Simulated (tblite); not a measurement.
Compound: C5H9 (doublet state).
Structure used (GFN2-xTB), in Å, numbered top down from 1:
```xyz
14
C5H9 angstrom
C      1.9251   -0.8705   -0.1208
C      1.3040    0.0735    0.5635
C      0.3096    1.0368   -0.0345
C     -1.0389    0.5921    0.3943
C     -1.8247   -0.3682   -0.4075
H      1.7974   -0.9755   -1.1859
H      2.5933   -1.5717    0.3508
H      1.4374    0.1571    1.6337
H      0.3923    1.0240   -1.1226
H      0.5198    2.0458    0.3330
H     -1.3223    0.7504    1.4220
H     -1.5365   -1.4056   -0.1906
H     -2.8875   -0.2803   -0.1836
H     -1.6698   -0.2082   -1.4741
```

Calculated harmonic vibrations of the isolated species, GFN2-xTB (tblite), most abundant isotopes, no scaling. This tight-binding method is rough: wavenumbers can miss measured ones by several per cent, in bad cases by 10 to 20. One conformer, not necessarily the lowest. Open shells enter through the occupations alone, without spin polarisation, and single modes of such species can be off by tens of per cent.

Harmonic wavenumbers (cm⁻¹): 50.4, 58.5, 106.5, 260.3, 376.4, 417.2, 485.6, 636.3, 875.1, 896.3, 924.7, 947.5, 992.0, 1010.6, 1030.0, 1145.3, 1175.6, 1199.1, 1250.6, 1288.1, 1344.9, 1395.4, 1410.0, 1458.3, 1472.2, 1477.5, 1693.5, 2868.6, 2932.7, 2980.9, 3002.1, 3007.2, 3058.7, 3094.2, 3095.4, 3117.8.

A = 9528, B = 3113, C = 2666 MHz; mass 69.070 u (most abundant isotopes); point group C1, symmetry number 1; spin multiplicity 2.

What is the zero-point energy?

½Σν̃ = 26268 cm⁻¹ = 75.10 kcal/mol.

What is S at 298.15 K and 1 bar for an ideal gas of classical rigid rotors and harmonic oscillators?

Translation 38.64, rotation 25.81, vibration 18.45, spin (R ln 2) 1.38: S = 84.3 cal/(mol K).

And Cp and H(298.15 K) − H(0)?

Cp = 25.45 cal/(mol K), of which vibrations give 17.50 (their classical limit is 36 R = 71.5); H(298.15 K) − H(0) = 5.06 kcal/mol without the zero-point energy, 2.69 from vibrations.

How do the functions run with temperature in this model?

| T (K) | S (cal/(mol K)) | Cp (cal/(mol K)) | H − H(0) (kcal/mol) | G − H(0) (kcal/mol) | ln q(vib) |
| --- | --- | --- | --- | --- | --- |
| 150 | 70.2 | 16.9 | 1.96 | -8.58 | 2.39 |
| 250 | 80.1 | 22.4 | 3.91 | -16.11 | 4.01 |
| 400 | 92.7 | 32.2 | 8.00 | -29.09 | 6.29 |
| 600 | 108.0 | 43.4 | 15.61 | -49.18 | 9.33 |
| 900 | 127.9 | 54.6 | 30.44 | -84.65 | 13.79 |

q(vib) and H(0) count from the zero-point level.

Which modes carry the vibrational entropy at 298.15 K?

50.4 cm⁻¹: 4.80; 58.5 cm⁻¹: 4.51; 106.5 cm⁻¹: 3.33; 260.3 cm⁻¹: 1.66; 376.4 cm⁻¹: 1.05; 417.2 cm⁻¹: 0.90 cal/(mol K); the other 30 give 2.20 together.

Blend soft modes into free rotors: weight 1/[1 + (100 cm⁻¹/ν̃)⁴] for the oscillator and the rest for a rotor with moment μB/(μ + B), μ = h/(8π²ν), B = 10⁻⁴⁴ kg m². What vibrational entropy results?

16.04 cal/(mol K) in place of 18.45, which changes −T·S at 298.15 K by +0.72 kcal/mol.

Hindered rotation and anharmonicity are outside this model. Other conformers, if any are populated, would add a mixing term that is left out. The structure is chiral; the term R ln 2 for an equal mix with its mirror image is left out.
